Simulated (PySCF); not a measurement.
C2H6S. Atoms are numbered in the order given.

```xyz
9

C     -1.4669     0.7824    -0.2302
C     -0.5562    -0.4185    -0.4310
S      1.0706    -0.2695     0.3929
H     -2.4354     0.6106    -0.7073
H     -1.0313     1.6814    -0.6698
H     -1.6322     0.9739     0.8303
H     -0.9936    -1.3156     0.0096
H     -0.3975    -0.6250    -1.4893
H      1.4979     0.8038    -0.2935
```

Geometry: B3LYP-D3(BJ)/def2-TZVP. The values are those of a single conformer.

Level of theory: PBE0/pcSseg-1 run with PySCF.

GIAO shieldings, no solvent; atoms listed in one row are averaged. δ = σ(ref) − σ: ¹³C against TMS (σ = 186.3 ppm); ³³S against H2S (σ = 716.7 ppm); ¹H against TMS (σ = 31.56 ppm), references at their B3LYP-D3(BJ)/def2-TZVP geometries, non-relativistic.

Problem. Estimate the chemical shifts. (Estimate from the structure and the level; the computed values follow.)

Solution. 
| nucleus | atoms | count | δ (ppm) |
|---|---|---|---|
| ¹³C | C2 | 1 | 26.6 |
| ¹³C | C1 | 1 | 22.9 |
| ³³S | S3 | 1 | 148.9 |
| ¹H | H8 | 1 | 2.65 |
| ¹H | H7 | 1 | 1.95 |
| ¹H | H9 | 1 | 1.52 |
| ¹H | H4, H5, H6 | 3 | 1.23 |
